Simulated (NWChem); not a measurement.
Correlation energy of acetylene (C2H2)

```xyz
4

C      0.0000     0.0000    -0.6043
C      0.0000     0.0000     0.6043
H      0.0000     0.0000    -1.6792
H      0.0000     0.0000     1.6792
```
Charge 0, spin multiplicity 1.

All runs are NWChem calculations. The geometry was optimised at PBE0/def2-SVP, a minimum by its harmonic frequencies.

Basis set: def2-TZVP. Each correlation energy counts from its own Hartree-Fock reference.

The correlated methods keep 2 core orbitals frozen. Coupled-cluster values serve here as a point of comparison, not as the truth.

Q: One of these methods gave a correlation energy of -305.0 mHa. Which?
A) CCSD
B) CCSD+T(CCSD)
C) MP2
D) CR-CCSD[T]

A: C, MP2. The others give -331.6 (CR-CCSD[T]), -318.0 (CCSD), -334.8 (CCSD+T(CCSD)).
